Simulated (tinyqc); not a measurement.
Worked calculation: UKS/LDA (PW92) in the sto-3g basis, for LiH, spin multiplicity 3. One step of it, computed by the program tinyqc.

Question. Iteration 2: DIIS coefficients. Solve [B -1; -1 0][c; lambda] = [0; -1] for the coefficients, which sum to one.

B (overlaps of the stored error matrices):
```
                1               2
1   1.2272379e-01  -1.9562006e-02
2  -1.9562006e-02   6.2488220e-03
```

Give: DIIS coefficients.

Answer.

DIIS coefficients: 0.154  0.846
